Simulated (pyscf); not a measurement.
Thermochemistry of product channels of O=W(=O)(OH)–OH + hydrogen (H₂) on the singlet surface, in eV, from ωB97M-D3(BJ)/def2-TZVP energies (ideal gas, 1 atm, RRHO with modes under 100 cm⁻¹ raised to 100, one conformer, R ln 2 for chiral ones without a mode under 150 cm⁻¹). Optimised with ωB97X-D3(BJ)/def2-SVP in PySCF.

```json
[
 {"products": "O=WH(=O)–OH + water (H₂O)", "ΔE": "(withheld)", "ΔH(298 K)": "+1.00", "ΔG(900 K)": "+0.77", "ΔG(1200 K)": "+0.73"},
 {"products": "O=WH(OH)(OH)–OH", "ΔE": "+0.19", "ΔH(298 K)": "+0.38", "ΔG(900 K)": "+1.51", "ΔG(1200 K)": "(withheld)"}
]
```

Problem. Complete the blanks.

Solution. 
- O=WH(=O)–OH + water (H₂O), ΔE: +0.87
- O=WH(OH)(OH)–OH, ΔG(1200 K): +1.88

These are energies of the channels, which say nothing of barriers. Elements past Kr carry the def2 core potentials, without spin-orbit coupling.
